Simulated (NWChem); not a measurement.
# Atomisation of ethanol (C2H6O)

```
C
H 1 1.1026
H 1 1.1104 2 106.39
O 1 1.4131 2 105.92 3 118.78
H 4 0.9664 1 107.98 2 -178.17
C 1 1.5247 2 109.88 3 -118.77
H 6 1.1015 1 110.58 2 -61.95
H 6 1.1026 7 108.50 1 -122.24
H 6 1.1043 7 107.89 8 -116.10
```
Charge 0, spin multiplicity 1.

The numbers come from NWChem runs, not from measurements. All single points use one geometry, from B3LYP/def2-SVP, a minimum by its harmonic frequencies. It is one conformer; others weren't searched.

Basis set: def2-TZVP. The atomisation energy is electronic alone: no zero-point, thermal, spin-orbit or counterpoise terms. No value is extrapolated to the basis-set limit. Free atoms are single determinants with multiplicities C 3, O 3, H 2. Correlated methods freeze the same cores in atoms and molecule, 3 orbitals in all.

B3LYP has NWChem's definition, with VWN1-RPA local correlation. The stability of the SCF solutions was not checked. Open-shell Hartree-Fock references start from PBE0 orbitals.

Question: Order these methods by the atomisation energy they give, lowest first: M06-2X, PBE0, HF, MP2, PBE, TPSS.

Answer: HF (592.9 kcal/mol), MP2 (787.2 kcal/mol), PBE0 (806.3 kcal/mol), M06-2X (807.3 kcal/mol), TPSS (809.8 kcal/mol), PBE (819.5 kcal/mol)
